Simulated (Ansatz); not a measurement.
A calculation with Ansatz (development build ahead of 0.2.0).

```yaml
crystal:
  periodic: [false, false, false]
  atoms:
    - { symbol: S, position_ang: [0.0, 0.0, 0.0] }
    - { symbol: "N", position_ang: [0.0, 0.0, 4.872] }
basis:
  gaussian: { orbitals: pcseg-2 }
magnetization:
  initial_magnetization: 3
hamiltonian:
  xc: pbe0
```

The input is written out in the form of the current development build from the run's settings.

Results

| Quantity | Value |
| --- | --- |
| Converged | yes |
| Total energy | -452.45407 hartree |
| Spin squared of the determinant | 3.750 |
| Stability test | minimum among restricted orbitals |

Caution: stretched shape with no unrestricted run beside it, a lower state can exist; charge can spread falsely over distant fragments.
